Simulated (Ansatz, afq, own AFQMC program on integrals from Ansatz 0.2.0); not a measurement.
**Where AFQMC and coupled cluster stand for Ga⁻, triplet**

A free Ga anion.

Basis aug-cc-pVTZ. Only valence electrons are correlated. AFQMC by an in-house program on the Cholesky factors that Ansatz 0.2.0 writes for its CCSD(T) run. ph-AFQMC/CISD is guided by a CISD state made of CCSD amplitudes; releasing the constraint for a short imaginary time cuts its bias at the price of noise, slowly where states lie close. ± is one standard error of the sampling. No spin–orbit coupling.

Determinant: UHF, the one that the program's search chose, which needn't be the lowest solution.

Full CI on the same integrals is exact in this basis and with this determinant's frozen core.

Cautions: no relativity below Rb; no spin-orbit coupling; inner d shell frozen; the released energies are still falling, so no released level is given (meV from the phaseless value at times in 1/Eh: -2.2 ± 1.6 at 0.24, -3.6 ± 1.4 at 0.51, -5.3 ± 1.4 at 0.99, -7.1 ± 1.1 at 1.62, -10 ± 4 at 2.40), though the last usable value meets full CI within the noise.

```
T1 diagnostic                               : 0.0146
weight of the determinant in the CISD state : 0.926
⟨S²⟩ of the determinant                     : 2.014
size of the correlated space                : 4 electrons in 45 orbitals
```

Reference: full CI, correlation energy -1.695 eV.

| level | E − E(reference) (kJ/mol) | share of correlation (%) |
| --- | --- | --- |
| HF | 163.5 | 0.00 |
| MP2 | 44.7 | 72.67 |
| CCSD | 8.4 | 94.85 |
| CCSD(T) | 2.2 | 98.68 |
| CCSDT | 0.3 | 99.84 |
| CCSDT(Q) | 0.1 | 99.97 |
| ph-AFQMC/HF | 8.0 ± 1.4 | 95.08 |
| ph-AFQMC/CISD | 1.2 ± 0.1 | 99.27 |

CCSDT and higher add their correlation energy to the determinant of the CCSD(T) run, since their own runs factorise the integrals more tightly (a shift of under 2 meV). A walk keeps the symmetry of its determinant, which the program's search chose and which needn't be the lowest solution, so a lower state of the same spin and another symmetry isn't excluded.
